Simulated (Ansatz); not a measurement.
Wurtzite MgTe was calculated with PBE+SOC in Ansatz (PAW).

Run with plane-wave cutoff 520 eV, 12×12×6 k mesh (along the axes of the cell as run), Fermi–Dirac smearing 0.01 eV, PAW data made under PBE.

The volume scan:

```csv
V (Å³/atom),E − E_lowest (meV/atom),P (GPa)
33.126,6.24,1.499
33.816,1.51,0.711
34.506,0.00,0.001
35.196,1.40,-0.639
35.886,5.42,-1.216
```

Problem. Estimate the bulk modulus from the pressures at 33.816 and 35.196 Å³/atom, and compare it with a fit to all energies.

Solution. B = −V dP/dV. Between V = 33.816 and 35.196 Å³/atom, dP/dV = (-0.639 − (0.711))/(35.196 − 33.816) = -0.978 GPa per Å³/atom; at the midpoint 34.506 Å³/atom this gives B ≈ 33.8 GPa. The third-order Birch–Murnaghan fit gives V0 = 34.507 Å³/atom, B0 = 33.7 GPa, B′ = 4.2, which lies within 1 % of that estimate.

Shape and atoms are relaxed at each volume.

Note: the bulk modulus comes from volumes at which shape and atoms were relaxed.

Computed values are for the static lattice.

Ansatz is a quantum-chemistry and plane-wave program.
